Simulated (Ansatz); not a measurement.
Rock-salt HfC, treated with r²SCAN+rVV10 (plane waves, PAW; Ansatz, an electronic-structure program).

Settings: plane-wave cutoff 600 eV, 24×24×24 k mesh, Fermi–Dirac smearing 0.071 eV (set by the program), scalar-relativistic PAW data made under PBE.

Cell (relaxed at this level):

HfC has the cubic space group Fm-3m (No. 225), the rock salt structure, Pearson symbol cF8. Lattice parameters: a = b = c = 4.630 Å, α = β = γ = 90.00°. Hf on 4a has 6 C at 2.315 Å (octahedral). C on 4b has 6 Hf at 2.315 Å (octahedral). (Neighbours: up to the widest gap in distance over summed covalent radii, below 1.35, at either atom; cation-cation and far metal-metal contacts left out.)
(The calculation used a cell of 2 atoms; values per cell refer to that cell.)

Q: Estimate the elastic constant C11, Young modulus, elastic constant C12, polycrystal shear modulus (Hill average) and elastic constant C44 that the calculation returns.

A: 
- elastic constant C11 = 532 GPa
- Young modulus = 469 GPa
- elastic constant C12 = 107 GPa
- polycrystal shear modulus (Hill average) = 198 GPa
- elastic constant C44 = 188 GPa

Measured, for comparison: elastic constant C11 500 GPa, elastic constant C44 180 GPa (temperature not stated, no zero-point or thermal correction; as tabulated in Wu et al. (2005), arXiv:cond-mat/0412374). Computed (rounded) less measured: elastic constant C11 +6 %, elastic constant C44 +4 %. A static lattice is as a rule a little smaller and stiffer than an uncorrected measurement, which narrows the difference in the elastic constant C11, elastic constant C44 and would widen misses of the other sign.

Elastic constants are with the ions relaxed.

Spin–orbit coupling is not included.

Computed values are for the static lattice.

Cost on a shared machine: very roughly 17 core-minutes.
